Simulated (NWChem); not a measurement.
Species: formamide (CH$_{3}$NO); SMILES NC=O

```xyz
6

N     -0.1838     1.0729     0.0000
C      0.3844    -0.1567     0.0000
O     -0.2170    -1.2023     0.0000
H     -1.1937     1.1499     0.0000
H      0.3750     1.9139     0.0000
H      1.5020    -0.1003     0.0000
```
Atoms are numbered in this order, from 1.

Coordinates come from a PBE0/def2-SVP optimisation.

 Unshifted, non-relativistic core excitations; the lowest 4 roots alone, so stronger bands may lie above.

Task: List the first C K-edge excitations from PBE/6-311G** (spherical d), restricted-window TDA (NWChem).

Result: 
| state | energy (eV) | dipole oscillator strength | leading excitation (squared amplitude) |
|---|---|---|---|
| S1 | 271.4 | 0.0459 | 1s of atom 2 or its equivalents → LUMO (1.00) |
| S2 | 271.7 | 0.0024 | 1s of atom 2 or its equivalents → LUMO+1 (1.00) |
| S3 | 272.6 | 0.0054 | 1s of atom 2 or its equivalents → LUMO+2 (0.98) |
| S4 | 274.0 | 0.0061 | 1s of atom 2 or its equivalents → LUMO+3 (0.98) |
